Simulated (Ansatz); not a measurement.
# CH₄ (singlet): the correlation ladder at a displaced geometry (v1), 6-31G

The task here is to estimate one member of a computed series from the others.

The runs use Ansatz 0.2.0, Gaussian basis; 6-31G, core rule «outside noble gas», up to 1 orbitals frozen.

The runs, in order: UHF; CCSD(T) on RHF; BCCD(T) on RHF; CISD; CCSDT(Q) on RHF; CISDTQ; CCSDTQ on RHF; CASSCF and MRCISD+Q, 8 electrons in 8 orbitals; CASSCF and MRCISD+Q(relaxed), 8 electrons in 8 orbitals; CASSCF and NEVPT2, 8 electrons in 8 orbitals; Full CI.

14 further runs of the same task are left out: 3 that didn't finish, 11 set aside as unsound or not needed. Runs told in other sessions of the task aren't counted.

## The system

The geometry is a PBE0/def2-TZVP stationary point (not a proven minimum) with its atoms shifted at random (size 0.040 Å).

5 atoms, charge 0, spin multiplicity 1.

Atoms are counted from 1 here; the program's logs count them from 0.

Bond lengths: C1–H2 1.073 Å, C1–H3 1.006 Å, C1–H4 1.125 Å, C1–H5 1.085 Å. Angles: H2–C1–H3 110.0°, H2–C1–H4 112.4°, H2–C1–H5 114.8°, H3–C1–H4 107.1°, H3–C1–H5 108.3°, H4–C1–H5 103.7°.

The first run:

in.yaml

```yaml
crystal:
  periodic: [false, false, false]
  atoms:
    - {symbol: C, position_ang: [0.006747, -0.000246, 0.010325]}
    - {symbol: H, position_ang: [0.633950, 0.613623, 0.628394]}
    - {symbol: H, position_ang: [-0.577704, -0.583810, 0.585509]}
    - {symbol: H, position_ang: [-0.675494, 0.608273, -0.646136]}
    - {symbol: H, position_ang: [0.538854, -0.635157, -0.690803]}
basis:
  gaussian: {orbitals: 6-31G}
magnetization: {spin_polarized: true, initial_magnetization: 0}
hamiltonian: {xc: hf}
output: {orbitals: {seedname: orbitals}}
```

Command:

```console
$ ansatz run in.yaml --threads 1 --pin off --events-out ev --progress --plain --max-ram 2393MiB
```

Among the steps run: UHF; CCSD(T) on RHF; BCCD(T) on RHF; CISD; CCSDT(Q) on RHF; CISDTQ; CCSDTQ on RHF; CASSCF and MRCISD+Q, 8 electrons in 8 orbitals; CASSCF and MRCISD+Q(relaxed), 8 electrons in 8 orbitals; CASSCF and NEVPT2, 8 electrons in 8 orbitals; Full CI.

One table of the session follows, with a row left open; its other results are not shown here.

It belongs to the step «Misses and costs». 

| method | from FCI (kJ/mol) |
| --- | --- |
| RHF | +310.2 |
| RMP2 | +54.3 |
| CISD | +16.4 |
| RCCSD | +4.8 |
| RCCSD(T) | +0.8 |
| BCCD(T) | +0.8 |
| RCCSDT | +0.2 |
| CISDTQ | +0.5 |
| RCCSDT(Q) | 0.0 |
| RCCSDTQ | 0.0 |
| CASSCF valence | +97.6 |
| NEVPT2 valence | +23.3 |
| MRCISD valence | +1.5 |
| MRCISD+Q valence | -0.2 |
| MRCISD+Q(relaxed) valence | ? |
| FCI | 0 |

Estimate the missing values for MRCISD+Q(relaxed) valence.

As computed: from FCI (kJ/mol): -0.4. In the column «from FCI (kJ/mol)» it is the lowest.

To keep in mind: MRCISD+Q(relaxed) valence falls below full CI: the +Q correction isn't variational, and the cores differ from full CI's.
